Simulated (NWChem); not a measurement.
Species: sulfur dioxide (SO$_{2}$); SMILES O=S=O

All runs: NWChem. The level has its own optimisation; frequencies are unscaled.

**Question.** Predict the results for PBE/def2-SVP. Quantities: r O–S (Å); highest harmonic frequency (cm⁻¹); lowest (cm⁻¹); zero-point energy (kcal/mol); dipole (D).

**Answer.** 
```json
{
  "r O–S (Å)": "1.483",
  "highest harmonic frequency (cm⁻¹)": "1269",
  "lowest (cm⁻¹)": "483",
  "zero-point energy (kcal/mol)": "4.1",
  "dipole (D)": "1.67"
}
```
